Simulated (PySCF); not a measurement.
Compound: 2(5H)-furanone, C₄H₄O₂.
Bonds: O1–C2 (double), C2–C3, C3–C4 (double), C4–C5, C5–O6, C2–O6. Hydrogens: H7 on C3; H8 on C4; H9, H10 on C5.

Probes without a nucleus sit at each ring's centroid and 1 Å off its mean plane on both sides; NICS is minus the shielding there, NICSzz its component along the normal. Level: GIAO PBE0/pcSseg-2 (PySCF, non-relativistic, gas phase) on the PBE0-D3(BJ)/def2-TZVP geometry, one conformer.

Ring bond lengths (Å), with Mayer bond orders in brackets: C2–C3 1.476 (1.05), C3–C4 1.327 (1.74), C4–C5 1.489 (1.03), C5–O6 1.414 (0.94), O6–C2 1.367 (1.10).

**Question.** What do the NICS probes read (ppm)?

**Answer.** 
| ring | type | NICS(0) | NICS(1), two faces | NICS(1)zz, two faces | rms pucker (Å) | centre to ring atoms, mean (Å) |
| --- | --- | --- | --- | --- | --- | --- |
| C2–C3–C4–C5–O6 | 5-membered ring with O; formal bonds 1 double, 4 single | -4.0 | -3.6 / -3.6 | -8.3 / -8.3 | 0.00 | 1.20 |

**Question.** What do they say, and how far can they be read as aromaticity?

**Answer.** 
- C2–C3–C4–C5–O6: mean NICS(1)zz -8.3 ppm, shielded. C5 has four or more neighbours; no verdict on aromaticity is drawn.

**Question.** At the second NICS(1) probe listed for ring C2–C3–C4–C5–O6, 1 Å off the ring, what do the in-plane components average?

**Answer.** The isotropic value is a third of the trace: (3 × -3.6 − (-8.3))/2 = -1.2 ppm.

**Question.** List the ring angles and the Hirshfeld charges of the ring atoms.

**Answer.** 
- C2–C3–C4–C5–O6: C2 107.4° (+0.187 e), C3 108.5° (-0.058 e), C4 108.9° (-0.023 e), C5 105.3° (+0.003 e), O6 109.9° (-0.113 e); sum 540.0° against 540° for a flat convex ring.

**Question.** How shielded are the nuclei of the rings and their hydrogens (means over atoms taken as equivalent)?

**Answer.** 
```json
{"atoms": "C2", "environment": "ester carbonyl carbon", "σ isotropic (ppm)": "5.6"}
{"atoms": "C3", "environment": "alkene CH carbon", "σ isotropic (ppm)": "51.8"}
{"atoms": "C4", "environment": "alkene CH carbon", "σ isotropic (ppm)": "21.4"}
{"atoms": "C5", "environment": "sp3 carbon bound to oxygen", "σ isotropic (ppm)": "110.4"}
{"atoms": "O6", "environment": "ester single-bonded oxygen", "σ isotropic (ppm)": "112.9"}
{"atoms": "H7", "environment": "vinylic hydrogen", "σ isotropic (ppm)": "25.23"}
{"atoms": "H8", "environment": "vinylic hydrogen", "σ isotropic (ppm)": "23.77"}
{"atoms": "H9 (×2)", "environment": "methylene hydrogen", "σ isotropic (ppm)": "26.72"}
```
